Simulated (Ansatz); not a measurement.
## Ansatz (development build ahead of 0.2.0) run

```yaml
crystal:
  periodic: [false, false, false]
  atoms:
    - { symbol: H, position_ang: [-0.01564, -0.02046, -0.78137] }
    - { symbol: F, position_ang: [0.0308, 0.0293, 0.1029] }
basis:
  gaussian: { orbitals: aug-cc-pVDZ }
hamiltonian:
  xc: hf
correlation:
  method: mp2
  frozen_orbitals: { F: 1, H: 0 }
```

The input is written out in the form of the current development build from the run's settings.

Results

| Property | Result |
| --- | --- |
| Converged | yes |
| Reference energy | -100.03358 hartree |
| Correlation energy | -0.22052 hartree |
| Total energy | -100.25410 hartree |
| Spin squared of the determinant | 0.000 |
